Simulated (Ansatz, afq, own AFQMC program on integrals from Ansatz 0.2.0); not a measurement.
Integrals from Ansatz 0.2.0, then the random walk in our own AFQMC program (afq).

```yaml
crystal:
  periodic: [false, false, false]
  atoms:
    - {symbol: W, position_ang: [0.000000, 0.000000, 0.379267]}
    - {symbol: Si, position_ang: [0.000000, 0.000000, -2.259733]}
    - {symbol: H, position_ang: [0.000000, -1.220253, -3.104734]}
    - {symbol: H, position_ang: [0.000000, 1.220253, -3.104734]}
basis:
  gaussian: {orbitals: def2-SVP}
total_charge: 1
magnetization: {spin_polarized: true, initial_magnetization: 5}
correlation: {method: ccsd_t, electrons: outside_noble_gas, hamiltonian_folder: ham}
```

```sh
$ ansatz run in.yaml --threads 1 --pin off --events-out ev --progress --plain --max-ram 16896MiB --backend cuda --devices 0, --max-vram 18GiB
```

afq runs on the folder ham with

```
--method phaseless --trial cisd --walkers 4000 --populations 20 --least-time 60 --time-step 0.005 --steps-per-block 50 --equilibration-blocks 40 --max-blocks 4000 --target-error 0.0002 --factor-cut 1e-05 --start spin_pure --seed 1276 --release-times 0.24,0.6,1.2,2,3,4.2 --release-step 0.04 --release-every 3 --taylor-order 6
```

Times are imaginary, in 1/Eh. The walk had a cap of 232 s. With eight or more populations the least sampling time is a fifth of least-time, and the error comes from their spread. Core potentials past Kr, no spin–orbit coupling.

```
orbitals 51  electrons 8 3  factors 413 of 587
reference energy -356.09464793 Eh
CCSD correlation -0.17348402 Eh in 15 cycles, weight of the determinant in the CISD state 0.8683
energy of the start -356.267607 Eh
 block  time / (1/Eh)  mean weight  energy / Eh
     1     0.250  0.9998  -356.265722
     2     0.500  0.9998  -356.266432
     3     0.750  0.9999  -356.267721
     4     1.000  1.0000  -356.268819
     5     1.250  1.0000  -356.269986
     8     2.000  1.0000  -356.271688
    11     2.750  1.0000  -356.273062
    17     4.250  1.0002  -356.273268
    23     5.750  0.9999  -356.273529
    29     7.250  1.0000  -356.274077
    35     8.750  1.0000  -356.273069
    41    10.250  0.9997  -356.273819
    47    11.750  1.0001  -356.273797
    53    13.250  0.9999  -356.273657
    59    14.750  1.0001  -356.273422
    65    16.250  1.0001  -356.273490
    71    17.750  1.0002  -356.273917
    77    19.250  0.9997  -356.273862
    83    20.750  0.9999  -356.273268
    89    22.250  1.0000  -356.273346
error from the spread of 20 populations
released: time / (1/Eh)  energy / Eh  error  mean overlap
  0.24  -356.273754  0.000135  0.9966
  0.60  -356.273977  0.000088  0.9970
  1.20  -356.274373  0.000101  0.9949
  2.00  -356.274514  0.000166  0.9910
  3.00  -356.274657  0.000258  0.9887
  4.20  -356.274452  0.000246  1.0000
energy -356.273574 +/- 0.000131 Eh
(rows thinned)
```

Estimate how long the walk took on 1 × NVIDIA H100 80GB HBM3 with 2 threads of AMD EPYC 7R13 Processor (Zen 3), on a shared host (the card was shared).

63 s of wall time.

The run passed its tests (sampling time, drift between the halves within three errors, error under three times the target), which doesn't prove that it has relaxed.

Against this walk (error 3.6 meV) on the same determinant: CCSD(T) 15.1 meV higher, CCSDT(Q) 31.2 meV lower. The error is statistical and leaves out the bias of the constraint. Released to 4.20 1/Eh the energy lies 24 ± 8 meV (both errors) below the phaseless value, which shows part or all of the bias of the constraint, and CCSDT(Q) lies 7.3 meV below the released value. CCSDT(Q) is the surest value here, so the walk's 31 meV above it is most likely the bias of the constraint with this trial, which can have either sign.

Cautions: constraint bias not in the error; no spin-orbit coupling; outer-core shells of the metal frozen; lower spins were not checked; higher spins were not checked.

CCSDT and higher add their correlation energy to the determinant of the CCSD(T) run, since their own runs factorise the integrals more tightly (a shift of under 2 meV). A walk keeps the symmetry of its determinant, which the program's search chose and which needn't be the lowest solution, so a lower state of the same spin and another symmetry isn't excluded.
